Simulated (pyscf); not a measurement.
A first-order saddle from PySCF, ωB97X-D3(BJ)/def2-SVP:

```xyz
10

O     -2.3077    -1.1831     0.5227
C     -1.0181    -0.8925     0.3939
O     -0.4703    -0.9065    -0.7648
H     -2.7067    -1.0936    -0.3592
H     -0.4716    -1.1636     1.3144
Si    -0.0474     1.0186    -0.6455
H     -0.8792     0.6129     0.7135
H     -1.1508     1.3644    -1.5807
H      0.3027     2.3227     0.0504
H      1.2818     0.6775    -1.2383
```

Surface: singlet, charge 0. Lowest wavenumbers (cm⁻¹): 965i, 122, 146, 400, 506.

Task: Which two sides does it connect, and which bonds change?

Result: formic acid (O=CH–OH) + silane (SiH₄) <-> HO–CH₂–O–SiH₃, an addition across a multiple bond or ene-type step read from left to right: H–Si broken and C–H, O–Si formed. At CCSD(T)/def2-TZVPP + ΔMP2(QZVPP) it lies +1.79 eV from the left side and +2.87 eV from the right (each side as separated species at their lowest minima found). On the product side the descent ends in a point that may be a rotor saddle (no frequency run), 0.09 eV over the lowest minimum found and 2.71 eV under the saddle at ωB97X-D3(BJ)/def2-TZVP. The same reactants have a lower exit, to O=CH–O–SiH₃ + H₂ (barrier +1.31 eV at ωB97M-D3(BJ)/def2-TZVP, against +1.74 eV here). This is the saddle that the search found; another between the same sides may lie lower. The CCSD(T) − MP2 part came from Ansatz, without density fitting, on the same reference.
